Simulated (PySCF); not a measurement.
Species: C₄H₄NP.
SMILES with atom numbers: `[cH:1]1[cH:2][n:3][cH:4][p:5][cH:6]1` (hydrogens: H7 on C1; H8 on C2; H9 on C4; H10 on C6)

Theory: TDDFT wB97X-D/def2-SVPD, vertical, gas phase, core orbitals frozen in the response in PySCF 2.14.0, density-fitted response routines. Isolated species at its GFN2-xTB geometry, gas phase.

Each state is given a Gaussian of 0.25 eV full width at half maximum, with ε(max) = 2.175×10⁸ f / Δν̃ (Δν̃ the width in cm⁻¹). The width is an assumption, not a result. The curve ends short of the highest state used, and states not computed would add to its high-energy end.

```json
{"E (eV)": "3.53", "ε (L mol⁻¹ cm⁻¹)": "1"}
{"E (eV)": "3.65", "ε (L mol⁻¹ cm⁻¹)": "32"}
{"E (eV)": "3.78", "ε (L mol⁻¹ cm⁻¹)": "273"}
{"E (eV)": "3.90", "ε (L mol⁻¹ cm⁻¹)": "524"}
{"E (eV)": "4.03", "ε (L mol⁻¹ cm⁻¹)": "256"}
{"E (eV)": "4.16", "ε (L mol⁻¹ cm⁻¹)": "68"}
{"E (eV)": "4.28", "ε (L mol⁻¹ cm⁻¹)": "90"}
{"E (eV)": "4.41", "ε (L mol⁻¹ cm⁻¹)": "48"}
{"E (eV)": "4.54", "ε (L mol⁻¹ cm⁻¹)": "9"}
{"E (eV)": "4.66", "ε (L mol⁻¹ cm⁻¹)": "142"}
{"E (eV)": "4.79", "ε (L mol⁻¹ cm⁻¹)": "2032"}
{"E (eV)": "4.91", "ε (L mol⁻¹ cm⁻¹)": "6287"}
{"E (eV)": "5.04", "ε (L mol⁻¹ cm⁻¹)": "5403"}
{"E (eV)": "5.17", "ε (L mol⁻¹ cm⁻¹)": "5313"}
{"E (eV)": "5.29", "ε (L mol⁻¹ cm⁻¹)": "11889"}
{"E (eV)": "5.42", "ε (L mol⁻¹ cm⁻¹)": "8620"}
{"E (eV)": "5.54", "ε (L mol⁻¹ cm⁻¹)": "2656"}
{"E (eV)": "5.67", "ε (L mol⁻¹ cm⁻¹)": "686"}
{"E (eV)": "5.80", "ε (L mol⁻¹ cm⁻¹)": "116"}
{"E (eV)": "5.92", "ε (L mol⁻¹ cm⁻¹)": "238"}
{"E (eV)": "6.05", "ε (L mol⁻¹ cm⁻¹)": "463"}
{"E (eV)": "6.17", "ε (L mol⁻¹ cm⁻¹)": "1976"}
{"E (eV)": "6.30", "ε (L mol⁻¹ cm⁻¹)": "12505"}
{"E (eV)": "6.43", "ε (L mol⁻¹ cm⁻¹)": "19162"}
```

(1) Locate the maxima and give the states behind the curve.

(2) On this curve, what absorbance would a 10⁻³ mol/L sample give at 248 nm over a 1 cm path?

(3) Coming from long wavelengths, where does ε first pass 100 L mol⁻¹ cm⁻¹?

Answers

(1) 318 nm (3.90 eV), ε about 520, made up of S1 (100%); 289 nm (4.29 eV), ε about 90, made up of S2 (99%); 250 nm (4.96 eV), ε about 6900, made up of S3 (100%); 233 nm (5.32 eV), ε about 12000, made up of S4 (99%); 194 nm (6.40 eV), ε about 20000, made up of S7 (100%) (ε in L mol⁻¹ cm⁻¹; maxima over ε = 5, shares over 10%). The states used: S1 3.90 eV (f 0.0049); S2 4.29 eV (f 0.0008); S3 4.96 eV (f 0.064); S4 5.32 eV (f 0.114); S5 5.55 eV (f 0.011); S6 6.03 eV (f 0.0036); S7 6.40 eV (f 0.184); S8 7.03 eV (f 0.288).

(2) 248 nm is 4.999 eV, where ε is about 6500 L mol⁻¹ cm⁻¹, so A = ε c l ≈ 6.5 (Beer–Lambert, with the gas-phase spectrum and the assumed width).

(3) At about 334 nm (3.71 eV), 0.19 eV below S1.
